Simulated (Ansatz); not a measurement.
# SiHF₂ radical: a rigid scan of the angle H4–Si2–F3

The task here is to estimate one member of a computed series from the others.

Method: single points in def2-TZVPP; program: Ansatz 0.2.0, Gaussian basis.

Levels: PBE-D4, r2SCAN-D4, PBE0-D4, B3LYP-D4, wB97M-V, Hartree-Fock, MP2, CCSD, CCSD(T). The scan takes 83.6, 89.6, 95.6, 101.6, 107.6, 113.6, 119.6, 125.6, 131.6°.

Correlated methods freeze the cores. Orbitals are unrestricted. B3LYP uses VWN-RPA correlation.

37 further runs of the same task are left out: 37 set aside as unsound or not needed.

### The starting structure

The minimum, relaxed at PBE0-D4: SMILES `F[SiH]F`, 4 atoms, charge 0, spin multiplicity 2.

Atoms are counted from 1 here; the program's logs count them from 0.

Bond lengths: F1–Si2 1.592 Å, Si2–F3 1.592 Å, Si2–H4 1.493 Å. Angles: F1–Si2–F3 107.2°, F1–Si2–H4 107.6°, F3–Si2–H4 107.6°.

Coordinates:

```xyz
4
charge 0, multiplicity 2
F     1.27438    0.62547   -0.41172
Si   -0.02757   -0.28531   -0.31617
F    -1.28276    0.69120   -0.24809
H     0.03595   -1.03136    0.97598
```

Energies of the minimum (eV), from earlier single points: PBE-D4 -13323.05726, r2SCAN-D4 -13329.41831, PBE0-D4 -13323.76328, B3LYP-D4 -13332.94564, wB97M-V -13330.34233, CCSD(T) -13312.03381.

At the minimum the angle H4–Si2–F3 is 107.6°.

The first run:

ccsdt-tzvpp/in.yaml

```yaml
crystal:
  periodic: [false, false, false]
  atoms:
    - {symbol: F, position_ang: [1.274383, 0.625472, -0.411721]}
    - {symbol: Si, position_ang: [-0.027566, -0.285309, -0.316175]}
    - {symbol: F, position_ang: [-1.282764, 0.691196, -0.248087]}
    - {symbol: H, position_ang: [-0.464690, -0.671687, 1.058573]}
basis:
  gaussian: {orbitals: def2-TZVPP}
magnetization: {spin_polarized: true, initial_magnetization: 1}
correlation: {method: ccsd_t}
scf: {omitted_lower_state_checks: [cluster_reference]}
```

No record of the launch command was kept for these runs.

Steps of the session up to this table: H4–Si2–F3 = 83.6°; H4–Si2–F3 = 89.6°; H4–Si2–F3 = 95.6°; H4–Si2–F3 = 101.6°; H4–Si2–F3 = 107.6°; H4–Si2–F3 = 113.6°; H4–Si2–F3 = 119.6°; H4–Si2–F3 = 125.6°; H4–Si2–F3 = 131.6°.

One of the session's tables, all rows but one given; the rest of the session is left out.

Energies less that of the minimum at the same level (meV):

```
      angle (°)  PBE-D4  PBE0-D4  B3LYP-D4  wB97M-V  Hartree-Fock
           83.6     394      425       422      410           530
           89.6     213      230       228      219           290
           95.6       ?        ?         ?        ?             ?
          101.6      21       24        23       21            33
          107.6       0        0         0        0             0
107.6 (minimum)       0        0         0        0             0
          113.6      22       22        23       24            21
          119.6      84       86        87       89            93
          125.6     182      189       191      193           211
          131.6     315      328       331      331           374
```

Q: Estimate the row for angle (°) = 95.6 from the others.

Worked estimate for «PBE-D4». A straight line through the neighbours (89.6, 213) and (101.6, 21) gives 213 + (21 − 213) × (95.6 − 89.6) / (101.6 − 89.6) = 117; a parabola fitted to 4 rows on both sides gives 90.

As computed: PBE-D4: 91; PBE0-D4: 99; B3LYP-D4: 98; wB97M-V: 92; Hartree-Fock: 127. In «PBE-D4» the line misses by +26 and the parabola by -1.
